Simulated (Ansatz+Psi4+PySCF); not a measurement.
## doublet CH₄(-): levels of theory in one basis

```csv
atom,x (Å),y (Å),z (Å)
C,-0.0025,0.0194,-0.0041
H,0.6346,0.6162,0.6434
H,-0.6401,-0.6453,0.6334
H,0.6148,-0.6156,-0.6328
H,-0.6318,0.6152,-0.6150
```

Basis set: aug-cc-pVTZ (spherical functions). Correlated methods keep 1 orbital frozen. Correlation on ROHF uses semicanonical orbitals with singles. Charge -1, multiplicity 2.

Computed with Ansatz (development build ahead of 0.2.0) and Psi4 1.11; each method stands on the lowest determinant of its kind that the runs found.

```tsv
method	E − E(ROHF) (eV)	<S²> of the determinant
ROHF	0.00	0.75
UHF	0.00	0.75
ROHF-MP2	-5.59	–
UHF-MP2	-5.59	0.75
```
